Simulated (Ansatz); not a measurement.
C$_{4}$H$_{10}$S (`CCSCC`). The species carries charge 0 and has multiplicity 1.

```xyz
15

C     0.498   -1.635   -1.012
C     1.096   -0.243   -0.972
S     1.404    0.403    0.686
C    -0.262    0.482    1.380
C    -1.203    1.433    0.668
H     1.122   -2.342   -0.462
H     0.408   -1.983   -2.045
H    -0.501   -1.656   -0.573
H     2.085   -0.236   -1.438
H     0.482    0.467   -1.532
H    -0.684   -0.525    1.434
H    -0.097    0.806    2.410
H    -0.783    2.440    0.629
H    -1.400    1.111   -0.357
H    -2.165    1.479    1.186
```

(1) List the harmonic frequencies (cm⁻¹, unscaled) at PBE0-D4/def2-TZVP in Ansatz. (Best estimate.)

(2) Is this a minimum?

(3) Give the ideal-gas thermochemistry at 298.15 K and 1 bar (rigid rotor, harmonic oscillator; point group C2, symmetry number 2).

(4) Rotational constants (cm⁻¹)?

## Answers

(1) The calculation gave: 50, 121, 203, 256, 257, 341, 375, 659, 712, 736, 782, 992, 994, 1022, 1062, 1072, 1099, 1269, 1279, 1288, 1308, 1400, 1401, 1460, 1461, 1483, 1484, 1490, 1496, 3048, 3048, 3063, 3064, 3102, 3105, 3118, 3118, 3136, 3138.

(2) Yes, all 39 modes are real.

(3) Zero-point energy 349.9 kJ/mol; H(298) − E = 371.5 kJ/mol; entropy 344.3 J/(mol·K), of which translation 165.0, rotation 106.1, vibration 73.1; G(298) − E = 268.8 kJ/mol. Modes under 100 cm⁻¹ are hindered rotations or soft bends, so the harmonic entropy is rough.

(4) 0.1769, 0.09003, 0.07239.
